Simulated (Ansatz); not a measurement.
A calculation with Ansatz (development build ahead of 0.2.0).

```yaml
crystal:
  periodic: [false, false, false]
  atoms:
    - { symbol: B, position_ang: [0.0, 0.0, 0.0] }
    - { symbol: "N", position_ang: [0.95998, 1.27998, 2.77124] }
basis:
  gaussian: { orbitals: STO-3G }
magnetization:
  initial_magnetization: 2
hamiltonian:
  xc: hf
correlation:
  method: fci
  frozen_orbitals: { B: 1, "N": 1 }
```

The input is written out in the form of the current development build from the run's settings.

Results

```json
{"Converged": "yes", "Total energy": "-77.90914 hartree", "State": "lowest triplet root, of any spatial symmetry"}
```
